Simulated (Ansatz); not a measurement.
This Ansatz (an electronic-structure program) input (CCSD(T)/6-31G*) gives -100.18805 Eh with 17 basis functions.

Ansatz 0.2 input:
```yaml
crystal:
  periodic: [false, false, false]
  atoms:
    - {symbol: H, position_ang: [-0.00000000, 0.00000000, -0.54877328]}
    - {symbol: F, position_ang: [-0.00000000, 0.00000000, -1.46803256]}
basis:
  gaussian:
    orbitals: 6-31G*
magnetization: {spin_polarized: false}
correlation: {method: ccsd_t, electrons: outside_noble_gas}
```

Change:
```diff
- orbitals: 6-31G*
+ orbitals: cc-pVDZ
```

Task: What does the run give now?

Result: -100.22816 Eh (CCSD(T)/cc-pVDZ, 19 functions), a change of -40.11 mEh.
